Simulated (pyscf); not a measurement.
Elementary routes open to H₂N–B(OH)–Cl (SMILES NB(O)Cl) + HCl (SMILES Cl) in the gas phase (singlet surface):
A. HO–B(Cl)–Cl (SMILES OB(Cl)Cl) + NH₃ (SMILES N) (B–N, Cl–H broken; B–Cl, H–N formed)
B. H₂N–B(Cl)–Cl (SMILES NB(Cl)Cl) + H₂O (SMILES O) (B–O, Cl–H broken; B–Cl, H–O formed)

Single points on ωB97X-D3(BJ)/def2-SVP structures (PySCF, gas phase).

Q: Rank the routes by free-energy barrier at 900 K, lowest first, for ωB97M-D3(BJ)/def2-TZVP energies (ideal gas, 1 atm, RRHO with modes under 100 cm⁻¹ raised to 100, one conformer, R ln 2 for rigid chiral ones).

A: A (44.4 kcal/mol), B (57.0 kcal/mol)

Route A is the fastest of these, ahead of the next by 12.5 kcal/mol. The most stable products are those of A (ΔG = +8.3 kcal/mol), so kinetics and thermodynamics agree. At 298 K A is still the fastest. A: On the product side the descent ends in an adduct with a B–N contact, 18.4 kcal/mol under the separated species and 23.2 kcal/mol under the saddle at ωB97X-D3(BJ)/def2-TZVP. B: On the reactant side the descent ends in a complex, 6.0 kcal/mol under the separated species and 30.5 kcal/mol under the saddle at ωB97X-D3(BJ)/def2-TZVP. Only these routes are compared; each barrier is that of the saddle found, and lower ones may exist.
